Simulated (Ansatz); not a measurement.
## Structure optimisation: titanium, hcp

All numbers below come from DFT, PBEsol, plane waves (420 eV) with PAW, scalar-relativistic in Ansatz. The PAW files were generated under PBE, with cores re-solved for the functional.

k-point mesh 12×12×7, Fermi-Dirac smearing 0.1 eV, no spin polarisation. Cell and atoms relax.

Starting structure:

```yaml
crystal:
  lattice:
    - [2.9499978604, 0.0, 0.0]
    - [-1.4749989302, 2.5547730882, 0.0]
    - [0.0, 0.0, 4.686]
  atoms:
    - { symbol: Ti, position: [0.3333333333, 0.6666666667, 0.25] }
    - { symbol: Ti, position: [0.6666666667, 0.3333333333, 0.75] }
hamiltonian:
  xc: pbesol
  pseudopotentials:
    kind: paw
    azcp:
      Ti: "pseudopotentials/Ti.paw.azcp"
basis:
  ecutwfc: 420
  fft_grid_basis: typed
kpoints:
  mp_grid: { grid: [12, 12, 7], shift: [0, 0, 0] }
magnetization:
  spin_polarized: false
scf:
  occupations: { method: fermi_dirac, width: 0.1 }
relax:
  max_steps: 60
  f_tol: 0.01
  cell: {}
```

Q: What cell does the relaxation end in?

A: P6_3/mmc with a = 2.901 Å, c = 4.595 Å (c/a = 1.584); 16.75 Å³ per atom against 17.66 at the start (-5.2 %).

Q: How much energy does the relaxation gain?

A: 17.0 meV per atom.

Path of the relaxation (the plane waves are chosen anew near the end, which can shift the energy a little):

```csv
step,E − E(final) (meV/atom),V (Å³/atom),P (GPa),max force (eV/Å)
0,17.02,17.658,-5.73,0.000
1,0.09,16.821,-0.53,0.000
2,-0.05,16.740,0.04,0.000
3,-0.05,16.745,0.01,0.000
4,0.00,16.745,0.01,0.000
```
